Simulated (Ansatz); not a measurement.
# AlCO (sextet): from Hartree-Fock to the top rungs, cc-pVTZ

Aim: climb from Hartree-Fock through coupled cluster for AlCO (sextet) at one geometry and basis, and see what each rung misses.

Program: Ansatz 0.2.0, Gaussian basis. Level of theory: cc-pVTZ, core rule «outside noble gas», up to 7 orbitals frozen. These are calculated values, not measurements.

Plan: UHF; CCSD(T) on ROHF; CCSD(T) on UHF; BCCD(T) on ROHF; CCSDT(Q) on ROHF; CCSDT(Q) on UHF.

10 further runs of the same task are left out: 5 for a known fault of the program, 5 set aside as unsound or not needed.

**1. The geometry**

The geometry is a PBE0/def2-TZVP stationary point (not a proven minimum) of the parent state, kept for this charge and spin.

3 atoms, charge 0, spin multiplicity 6.

Atoms are counted from 1 here; the program's logs count them from 0.

Bond lengths: C1–Al2 1.893 Å, Al2–O3 1.598 Å. Angles: C1–Al2–O3 180.0°.

**2. UHF**

Contents of in.yaml:

```yaml
crystal:
  periodic: [false, false, false]
  atoms:
    - {symbol: C, position_ang: [0.000000, 0.000000, 1.794300]}
    - {symbol: Al, position_ang: [0.000000, 0.000000, -0.098300]}
    - {symbol: O, position_ang: [0.000000, 0.000000, -1.696000]}
basis:
  gaussian: {orbitals: cc-pVTZ}
magnetization: {spin_polarized: true, initial_magnetization: 5}
hamiltonian: {xc: hf}
output: {orbitals: {seedname: orbitals}}
```

Run with:

```bash
$ ansatz run in.yaml --threads 1 --pin off --events-out ev --progress --plain --max-ram 4096MiB --backend cpu
```

The runs that follow: CCSD(T) on ROHF; CCSD(T) on UHF; BCCD(T) on ROHF; CCSDT(Q) on ROHF; CCSDT(Q) on UHF.

Q: Predict the results of all the runs planned. Wanted: UCCSDT(Q) below the RHF energy; RMP2 from UCCSDT(Q); UMP2 from UCCSDT(Q); RCCSD from UCCSDT(Q); RCCSD(T) from UCCSDT(Q); UCCSD(T) from UCCSDT(Q); RCCSDT(Q) from UCCSDT(Q); T1 diagnostic.

As calculated:

| quantity | value |
| --- | --- |
| UCCSDT(Q) below the RHF energy | -9.8474 eV |
| RMP2 from UCCSDT(Q) | +1189.4 meV |
| UMP2 from UCCSDT(Q) | +1209.4 meV |
| RCCSD from UCCSDT(Q) | +402.8 meV |
| RCCSD(T) from UCCSDT(Q) | +57.0 meV |
| UCCSD(T) from UCCSDT(Q) | +54.8 meV |
| RCCSDT(Q) from UCCSDT(Q) | +5.5 meV |
| levels within 1 kcal/mol (43 meV) | RCCSDT, UCCSDT, RCCSDT(Q) |
| T1 diagnostic | 0.023 |

What this shows: RCCSD(T) misses by +57.0 meV, 0.6 % of the correlation energy. These misses are within one basis, not against nature; the frozen cores of restricted and unrestricted runs differ, which can shift their rows.
